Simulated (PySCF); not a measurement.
Delta-SCF ions had no search for a lower state. 

**H2O, SMILES `O` (charge 0, multiplicity 1)**

Level of theory: ωB97X-D3(BJ)/def2-TZVP // PBE0-D3(BJ)/def2-SVP run with PySCF.

```json
{
 "HOMO": "-11.62 eV",
 "dipole_moment": "0.438 e·Å",
 "HOMO–LUMO gap": "14.32 eV",
 "LUMO": "2.70 eV",
 "vertical ionisation energy (Delta-SCF)": "12.72 eV",
 "total_energy": "-76.4741 Ha",
 "cost": "around 6 core-seconds (rough)"
}
```

Bond lengths (Å): O1–H2 0.963, O1–H3 0.963. Bond angles (°): H2–O1–H3 103.1.
